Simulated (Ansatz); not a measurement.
Relaxation of FH7Si2 (10 atoms, charge 0, multiplicity 1), to a largest force component of 0.03 eV/Å in at most 50 steps.

Theory: RKS PBE-D4/6-31G* in Ansatz 0.2.0.

```xyz
10
Properties=species:S:1:pos:R:3:forces:R:3
Si -0.383 0.185 -0.445 0.61 -0.13 -0.47
Si -0.240 -0.197 2.959 0.34 -0.01 0.55
H -0.754 -0.700 4.276 0.00 0.00 -0.02
H 0.871 -1.094 2.497 -0.03 0.01 0.00
H 0.292 1.194 3.139 -0.01 -0.04 0.00
H 0.603 0.904 0.433 -0.06 -0.03 -0.04
H -0.221 0.694 -1.852 -0.01 -0.04 0.09
H -0.119 -1.296 -0.412 -0.02 0.13 0.01
F -1.892 0.490 0.026 -0.63 0.20 -0.11
H -1.332 -0.179 1.968 -0.21 -0.08 -0.01
```

Question: Where does it end, and by what steps?

Answer: The forces met the threshold. The force dipped under the threshold on the way, but the program's further checks kept it going. After 20 steps the energy has fallen by 0.143 eV; F9 moved furthest, 1.27 Å.

| step | energy less start (eV) | largest force component (eV/Å) | accepted |
| --- | --- | --- | --- |
| 0 | 0.0000 | 0.629 | yes |
| 1 | -0.1019 | 0.237 | yes |
| 2 | -0.0928 | 0.495 | no |
| 3 | -0.1229 | 0.054 | yes |
| 4 | -0.1292 | 0.113 | yes |
| 5 | -0.1303 | 0.220 | yes |
| 6 | -0.1326 | 0.006 | yes |
| 7 | -0.1331 | 0.217 | yes |
| 8 | -0.1346 | 0.064 | yes |
| 9 | -0.1358 | 0.005 | yes |
| 10 | -0.1351 | 0.348 | no |
| 11 | -0.1373 | 0.078 | yes |
| 12 | -0.1384 | 0.108 | yes |
| 13 | -0.1393 | 0.173 | yes |
| 14 | -0.1402 | 0.129 | yes |
| 15 | -0.1414 | 0.076 | yes |
| 16 | -0.1409 | 0.211 | no |
| 17 | -0.1421 | 0.079 | yes |
| 18 | -0.1423 | 0.083 | yes |
| 19 | -0.1425 | 0.054 | yes |
| 20 | -0.1427 | 0.010 | yes |

```xyz
10
Properties=species:S:1:pos:R:3
Si -0.477 0.329 -0.731
Si -0.133 -0.334 3.260
H -0.189 -0.717 4.709
H 0.713 -1.322 2.516
H 0.465 1.032 3.124
H -0.103 1.312 0.335
H 0.453 0.473 -1.899
H -0.390 -1.062 -0.184
F -1.997 0.622 -1.228
H -1.518 -0.333 2.688
```

Whether the end is a true minimum wasn't checked by a vibrational analysis.

Run time: 33 s on 1 thread of Arm Neoverse V2, with other jobs on the host, peak memory 0.12 GiB.
